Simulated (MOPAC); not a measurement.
MOPAC input (AM1):

```
AM1 FORCE THERMO(298,298) PRECISE LET CHARGE=-1 GEO-OK AUX(PRECISION=9) THREADS=1
C5H4N

N    -0.01138467 1   -0.00884207 1    1.38325249 1
C     0.01216237 1    0.00945617 1   -1.47774314 1
C    -0.00471794 1    1.14310668 1    0.67450111 1
C    -0.00626395 1   -1.15163918 1    0.65980523 1
C     0.00525237 1   -1.18082051 1   -0.74280194 1
C     0.00684987 1    1.19022329 1   -0.72762797 1
H    -0.00907387 1    2.06228665 1    1.28522305 1
H    -0.01186373 1   -2.07855225 1    1.25871791 1
H     0.00880738 1   -2.14814908 1   -1.26040924 1
H     0.01171273 1    2.16409119 1   -1.23280764 1
```

Problem. Which zero-point energy does it print?

Solution. 48.48 kcal/mol, from the harmonic wavenumbers of AM1.
